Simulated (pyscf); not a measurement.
PySCF, gas phase, ωB97X-D3(BJ)/def2-SVP geometries.

Question: What is the homolytic dissociation enthalpy (298 K, ωB97M-D3(BJ)/def2-TZVP) of the Ge–N bond of H₃C–Ge(CH₃)(CH₃)–NH₂ (SMILES [CH3][Ge]([CH3])([CH3])[NH2]), to H₃C–Ge•(CH₃)–CH₃ + NH₂•?

Answer: Ge–N to H₃C–Ge•(CH₃)–CH₃ + NH₂•: 89.5 kcal/mol. The 7 functionals that were run give +84.3 (r²SCAN) to +91.6 kcal/mol (ωB97X-D3(BJ)/def2-TZVP). Other isomers of H₃C–Ge•(CH₃)–CH₃ were not searched in full and may lie lower. Elements up to Kr have no core potential and no relativistic terms here.
